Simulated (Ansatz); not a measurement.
A made-up structure of SiH3S2 (charge +1), singlet:

Si1  (0.768, -0.974, 0.783)
S2  (-0.849, 0.163, 1.492)
S3  (-0.536, 0.207, -0.584)
H4  (-1.277, -0.622, -1.368)
H5  (0.127, 1.271, -1.112)
H6  (1.818, -0.025, 0.899)
(Å)

It is relaxed with PBE-D4/def2-SVP and then PBE0-D4/def2-TZVP (Ansatz 0.2.0). Atoms count as bonded within 1.22 times the sum of their covalent radii (H–H: 0.88 Å). The end point is not checked to be a true minimum.

Q: Does its bonding change? (A judgement: the text doesn't fix the answer.)

A: Computed: Yes. Formed: none; broken: Si1–S3.

Where it ends: The first stage lowers the energy by 2.83 eV in 20 steps. It ends as SiH₃S₂ ([SiH][S][SH2]), total charge +1:
Si1  (1.140, -0.772, 2.014)
S2  (-0.621, -0.008, 1.059)
S3  (-0.271, 0.305, -1.009)
H4  (-1.373, -0.285, -1.536)
H5  (-0.782, 1.553, -1.157)
H6  (1.958, -0.772, 0.739)
(Å)

Labels in which every atom is bracketed show which atoms are joined, not bond orders.

For scale, one of the runs: PBE0-D4/def2-TZVP relaxation, 129 basis functions, launched by `ansatz run in.yaml --threads 2 --pin off --events-out ev --progress --plain --max-ram 4352MiB`. Hardware: 2 CPU threads of an Intel Xeon Platinum 8175M, shared host. Wall time about 49 s.
